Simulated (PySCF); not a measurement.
Geometries of 3 isomers of C4H5N, from PBE0-D3(BJ)/def2-SVP geometry optimisation, gas phase in PySCF 2.14.0. One conformer each, no zero-point energy, no frequencies.

Question: Which isomer lies lowest at this level?
A.
```xyz
10
angstrom
C     -1.182   -0.367    0.386
C     -0.119    0.671    0.390
C      1.079    0.580   -0.214
C      1.488   -0.569   -0.956
N      1.820   -1.502   -1.561
H     -1.460   -0.638    1.418
H     -0.872   -1.277   -0.147
H     -2.097    0.024   -0.089
H     -0.330    1.599    0.933
H      1.798    1.402   -0.156
```
B.
```xyz
10
angstrom
C      2.073   -0.687    0.509
C      0.977   -0.393   -0.135
C     -0.136   -0.093   -0.773
C     -1.328    0.427   -0.100
N     -2.380    0.700   -0.761
H      2.860    0.060    0.660
H      2.241   -1.691    0.914
H     -0.209   -0.226   -1.859
H     -1.232    0.554    0.995
H     -3.110    1.049   -0.134
```
C.
```xyz
10
angstrom
C      2.236   -0.435    1.180
N      1.155    0.011    1.669
C     -0.001    0.076    0.968
C     -1.070   -0.471    0.457
C     -1.092    1.026    0.580
H      2.333   -0.775    0.133
H      3.127   -0.489    1.819
H     -1.671   -1.359    0.279
H     -1.709    1.509    1.358
H     -0.941    1.658   -0.310
```

Answer: A. That is `C/C=C\C#N` ((Z)-2-butenenitrile), 29.5 kcal/mol below the next.

```
       SMILES                atoms numbered as above      E (Eh)  relative (kcal/mol)  relative (kJ/mol)  dipole (D)
    C/C=C\C#N      [CH3:1]/[CH:2]=[CH:3]\[C:4]#[N:5]  -209.74711                  0.0                0.0        4.13
[H]/N=C/C=C=C  [H]/[N:5]=[CH:4]/[CH:3]=[C:2]=[CH2:1]  -209.70010                 29.5              123.4        2.19
    C=NC1=CC1     [CH2:1]=[N:2][C:3]1=[CH:4][CH2:5]1  -209.66105                 54.0              225.9        1.60
```

As drawn, the lowest has a C≡N group, which the highest lacks; the highest has a three-membered ring and a C=N bond, which the lowest lacks.
